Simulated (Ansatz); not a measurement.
Single points on P₂S₄⁺.

```yaml
crystal:
  periodic: [false, false, false]
  atoms:
    - {symbol: P, position_ang: [1.525074, -1.202370, -0.458089]}
    - {symbol: P, position_ang: [-0.433181, -1.939462, -0.166742]}
    - {symbol: S, position_ang: [-1.188217, 1.397292, -0.468991]}
    - {symbol: S, position_ang: [0.162305, 1.553522, 1.065567]}
    - {symbol: S, position_ang: [1.875116, 0.723447, 0.192070]}
    - {symbol: S, position_ang: [-1.941097, -0.532429, -0.163804]}
basis:
  gaussian: {orbitals: def2-SVP, initial_orbitals: start.molden}
total_charge: 1
magnetization: {spin_polarized: true, initial_magnetization: 1}
hamiltonian: {xc: pbe, dispersion: d4}
scf: {omitted_lower_state_checks: [starts]}
output: {orbitals: {seedname: orbitals}}
```

The file start.molden holds the orbitals of an earlier run on this structure, at another level or in another basis.

```sh
$ ansatz run in.yaml --threads 4 --pin off --events-out ev --progress --plain --max-ram 4787MiB
```

Output, abridged:

```
Functional definition: PBE
1234 factors; their error is unknown
mean field evaluation 1: about -61865.1898 eV, gradient 8.0e0 eV
mean field evaluation 2: about -61865.5431 eV, gradient 4.1e-1 eV
mean field evaluation 4: about -61865.4671 eV, gradient 3.9e-2 eV
mean field -61865.46709301 eV, -2273.5139817485 hartree, gradient 2.3e-5 eV, S^2 0.752858; 0 other end points of the search recorded, 0 dependent functions left out
reference -61865.46711668 eV, -2273.5139826183 hartree; 47, 46 occupied and 61, 62 virtual orbitals, 1234 factors
Total energy: -61865.94235388 eV, -2273.5314472634 hartree
Checks for a lower state left out: starts
```

It took 1.9 s on 4 threads of Arm Neoverse V1 on a shared host.

The first input with `gaussian: {orbitals: def2-TZVP, initial_orbitals: start.molden}`, `hamiltonian: {xc: {name: wB97M-V}}` (abridged; 29 s):

```
Functional definition: wB97M-V
mean field -61910.47094463 eV, -2275.1678427907 hartree, gradient 2.1e-5 eV, S^2 0.765791
Total energy: -61910.47098757 eV, -2275.1678443687 hartree
Checks for a lower state left out: starts
```

As the first input, with `gaussian: {orbitals: def2-TZVP, initial_orbitals: start.molden}`, `hamiltonian: {xc: {name: B3LYP}, dispersion: d4}` (abridged; 13 s):

```
Functional definition: B3LYP
mean field -61916.24659529 eV, -2275.3800940376 hartree, gradient 2.5e-5 eV, S^2 0.759771
Total energy: -61917.03759558 eV, -2275.4091627622 hartree
Checks for a lower state left out: starts
```

Geometry: PBE0-D4/def2-SVP.

B3LYP takes the VWN-RPA correlation. Another isomer (doublet) lies 1.40 eV lower at PBE0-D4/def2-TZVP; other spin states weren't run for this one.
